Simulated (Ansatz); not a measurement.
# CHAlN: the cost of one run

The runs use Ansatz 0.2.0, Gaussian basis; def2-TZVPP, core rule «outside noble gas», up to 7 orbitals frozen.

Plan: UHF; ROHF; CCSD(T) on UHF.

2 further runs of the same task are left out: 2 set aside as unsound or not needed.

**1. What is computed**

The geometry is a PBE0/def2-TZVP stationary point (not a proven minimum).

4 atoms, charge 0, spin multiplicity 2.

Atoms are counted from 1 here; the program's logs count them from 0.

Bond lengths: Al1–C2 2.001 Å, C2–N3 1.208 Å, N3–H4 1.022 Å. Angles: Al1–C2–N3 172.8°, C2–N3–H4 124.4°.

**2. UHF**

File in.yaml:

```yaml
crystal:
  periodic: [false, false, false]
  atoms:
    - {symbol: Al, position_ang: [-0.000010, -0.130819, 2.269156]}
    - {symbol: C, position_ang: [0.000100, -0.117705, 0.267760]}
    - {symbol: N, position_ang: [-0.000031, -0.260415, -0.931731]}
    - {symbol: H, position_ang: [-0.000059, 0.508939, -1.605185]}
basis:
  gaussian: {orbitals: def2-TZVPP}
magnetization: {spin_polarized: true, initial_magnetization: 1}
hamiltonian: {xc: hf}
output: {orbitals: {seedname: orbitals}}
```

The run is started by

```sh
$ ansatz run in.yaml --threads 1 --pin off --events-out ev --progress --plain --max-ram 4096MiB --backend cpu
```

Q: Estimate wall time and peak memory on 1 thread of AMD EPYC 7R13, shared host.

About 12 s, with a peak of 0.26 GiB.
